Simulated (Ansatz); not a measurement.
```yaml
crystal:
  periodic: [false, false, false]
  atoms:
    - {symbol: N, position_ang: [-0.208997, 1.268833, -0.957561]}
    - {symbol: C, position_ang: [0.011259, 0.285628, -0.288979]}
    - {symbol: C, position_ang: [0.245554, -0.655383, 0.668180]}
    - {symbol: F, position_ang: [0.994427, -1.724015, 0.335817]}
    - {symbol: H, position_ang: [-0.955893, 1.235998, -1.503740]}
    - {symbol: H, position_ang: [-0.150333, -0.647875, 1.648976]}
basis:
  gaussian: {orbitals: def2-mTZVPP}
hamiltonian: {xc: {name: RPBE}, pseudopotentials: {relativity: none}}
output: {forces: true}
```

```sh
$ ansatz run in.yaml --threads 2 --pin off --events-out ev --progress --plain --max-ram 4352MiB
```

Shortened log:

```
Functional definition: RPBE
  name "RPBE"
  cite "Hammer, Hansen & Nørskov, Phys. Rev. B 59, 7413 (1999) doi:10.1103/PhysRevB.59.7413"
  cite "Perdew, Burke & Ernzerhof, Phys. Rev. Lett. 77, 3865 (1996) doi:10.1103/PhysRevLett.77.3865"
  parameter kappa = 0.804
  parameter beta = 0.06672455060314922
  exchange = rpbe_x(kappa = kappa, mu = beta*pi^2/3)
  correlation = pbe_c(beta = beta)
790 factors; their error is unknown
mean field evaluation 1: about -6307.0980 eV, gradient 5.5e1 eV
mean field evaluation 2: about -6296.2096 eV, gradient 8.4e1 eV
mean field evaluation 4: about -6313.2119 eV, gradient 4.4e0 eV
mean field evaluation 8: about -6313.2547 eV, gradient 8.0e-2 eV
mean field evaluation 16: about -6313.2362 eV, gradient 3.1e-5 eV
mean field -6313.23617640 eV, -232.0071502176 hartree, gradient 3.1e-5 eV, S^2 0.000000; 0 other end points of the search recorded, 0 dependent functions left out
the calculation of the forces begins
reference -6313.23620174 eV, -232.0071511487 hartree; 15, 15 occupied and 81, 81 virtual orbitals, 790 factors
Total energy: -6313.23620174 eV, -232.0071511487 hartree
Atom 0 at    -0.208997     1.268833    -0.957561 Å, force     4.398582     1.779825     1.944447 eV/Å
Atom 1 at     0.011259     0.285628    -0.288979 Å, force     0.181188    -2.645990     3.255992 eV/Å
Atom 2 at     0.245554    -0.655383     0.668180 Å, force    -0.083895     1.814865    -2.648767 eV/Å
Atom 3 at     0.994427    -1.724015     0.335817 Å, force     0.689140    -1.046043    -0.036469 eV/Å
Atom 4 at    -0.955893     1.235998    -1.503740 Å, force    -4.694655    -0.032016    -3.525913 eV/Å
Atom 5 at    -0.150333    -0.647875     1.648976 Å, force    -0.490360     0.129359     1.010710 eV/Å
Dipole moment:    -0.373946     0.080057    -0.000391 e Å
```

It took 0.6 s on 2 threads of an Intel Xeon 6975P-C on a shared host, with 0.11 GiB of host memory at the peak.
